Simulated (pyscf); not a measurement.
Single points on ωB97X-D3(BJ)/def2-SVP structures (PySCF, gas phase). MP2 and CC: frozen core, UHF for open shells. ΔMP2 is the change of the MP2 total energy from the triple- to the quadruple-zeta basis.

**Question.** For the elementary gas-phase step `[F][SiH3]` + `[GeH4]` → `[SiH3][GeH3]` + `[FH]` (singlet surface; F–Si, Ge–H broken, Ge–Si, F–H formed), what barrier and reaction energy does CCSD(T)/def2-TZVPP + ΔMP2(QZVPP) give, measured from the separated reactants?

**Answer.** ΔE‡ = 64.8 kcal/mol, ΔE = +25.8 kcal/mol. Zero-point energy shifts the barrier by -0.7 kcal/mol. It is a four-centre exchange, with an imaginary mode of 1173i cm⁻¹. One saddle was located; it need not be the lowest between these sides. The CCSD(T) − MP2 part came from Ansatz, without density fitting, on the same reference. The frozen core leaves the outer d or s,p core shells of the metals and heavy elements correlated in the MP2 and CC values, and def2-TZVPP describes them poorly, which can shift differences by a few kcal/mol. Elements up to Kr have no core potential and no relativistic terms here.
